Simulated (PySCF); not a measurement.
Molecule: `Clc1cnn[nH]1`, C2H2ClN3.

Bonds (- single, = double, # triple, : aromatic): Cl1-C2, C2:C3, C3:N4, N4:N5, N5:N6, N6:C2. C3 carries H7; N6 carries H8.

Frames of a GFN2-xTB Langevin trajectory at 400 K; GIAO PBE0/pcSseg-1 shieldings in PySCF 2.14, gas phase, non-relativistic; equivalent atoms averaged within each frame.

References, each an isolated molecule treated in the same way: ³⁵Cl (σref 949.78) against HCl; TMS for ¹³C (σref 186.93) and ¹H (σref 31.72); ¹⁵N (σref 267.73) vs NH3. The references are static minima.

**Question.** How do the shifts (ppm) fluctuate along the trajectory?

**Answer.** 
```tsv
time (fs)	Cl1	C2	C3	N5	N4	N6	H8	H7
optimised geometry	138	137.0	133.6	399.9	391.3	256.0	10.84	7.64
250	124	150.8	137.6	402.5	386.5	268.4	10.82	7.07
425	131	132.8	139.7	430.0	409.6	247.8	9.80	7.01
625	212	151.0	134.6	417.9	383.1	268.9	12.06	7.54
800	121	136.9	135.9	449.2	407.6	277.0	12.12	8.17
1000	147	143.1	130.9	394.6	390.6	262.3	11.22	7.39
mean of frames	147	142.9	135.8	418.8	395.5	264.9	11.20	7.44
standard deviation	38	8.2	3.3	21.8	12.3	10.9	0.96	0.46
```

5 frames give an uncertainty of the mean of about the standard deviation over 2.2 at best, since frames this close in time may not be independent; classical motion lacks zero-point vibration, and the reference would need the same averaging.
